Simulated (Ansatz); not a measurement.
**CH₃BO (SMILES B1CO1): functionals against CCSD(T) at one geometry**

One table from this session's results is given with a row withheld; the runs are named, their logs left out.

Method: single points in def2-TZVPP; program: Ansatz 0.2.0, Gaussian basis.

Cores are frozen in the correlated methods.

### The starting structure

SMILES `B1CO1`, 6 atoms, charge 0, spin multiplicity 1.

Atoms are counted from 1 here; the program's logs count them from 0.

Bond lengths: B1–C2 1.585 Å, B1–O3 1.377 Å, B1–H4 1.231 Å, C2–O3 1.559 Å, C2–H5 1.162 Å, C2–H6 1.154 Å. Angles: C2–B1–O3 63.1°, C2–B1–H4 156.5°, O3–B1–H4 140.4°, B1–C2–O3 51.9°, B1–C2–H5 124.6°, B1–C2–H6 123.1°, O3–C2–H5 114.0°, O3–C2–H6 112.6°, H5–C2–H6 111.8°, B1–O3–C2 65.0°.

Geometry (Å):

```tsv
atom	x (Å)	y (Å)	z (Å)
B1	-0.73290	-0.40210	-0.39050
C2	0.59870	0.12430	0.28860
O3	-0.67830	0.93870	-0.08240
H4	-1.50310	-1.23460	-0.86870
H5	1.55100	0.44940	-0.29230
H6	0.78380	0.08450	1.42650
```

Set-up of the first run:

The input, run/in.yaml:

```yaml
crystal:
  periodic: [false, false, false]
  atoms:
    - {symbol: B, position_ang: [-0.732900, -0.402100, -0.390500]}
    - {symbol: C, position_ang: [0.598700, 0.124300, 0.288600]}
    - {symbol: O, position_ang: [-0.678300, 0.938700, -0.082400]}
    - {symbol: H, position_ang: [-1.503100, -1.234600, -0.868700]}
    - {symbol: H, position_ang: [1.551000, 0.449400, -0.292300]}
    - {symbol: H, position_ang: [0.783800, 0.084500, 1.426500]}
basis:
  gaussian: {orbitals: def2-TZVPP}
correlation: {method: ccsd_t}
output: {forces: true}
```

No record of the launch command was kept for these runs.

Steps of the session up to this table: CCSD(T)/def2-TZVPP; PBE0-D4/def2-TZVPP; wB97M-V/def2-TZVPP; r2SCAN-D4/def2-TZVPP; PBE-D4/def2-TZVPP; BHLYP-D4/def2-TZVPP; wB97X-V/def2-TZVPP.

One of the session's tables, all rows but one given; the rest of the session is left out.

| method | RMS force component (eV/Å) | angle to CCSD(T) forces (°) | dipole (D) |
| --- | --- | --- | --- |
| CCSD(T) | 0.946 | reference | 1.34 |
| PBE0-D4 | ? | ? | ? |
| wB97M-V | 1.071 | 10.3 | 1.40 |
| r2SCAN-D4 | 0.983 | 8.1 | 1.29 |
| PBE-D4 | 0.834 | 7.2 | 1.18 |
| BHLYP-D4 | 1.288 | 15.0 | 1.59 |
| wB97X-V | 1.039 | 12.2 | 1.43 |

**Question.** Estimate the row for PBE0-D4.

The run gave: RMS force component (eV/Å): 1.081; angle to CCSD(T) forces (°): 14.3; dipole (D): 1.36. In the column «RMS force component (eV/Å)» it lies between wB97M-V (1.071) and BHLYP-D4 (1.288).
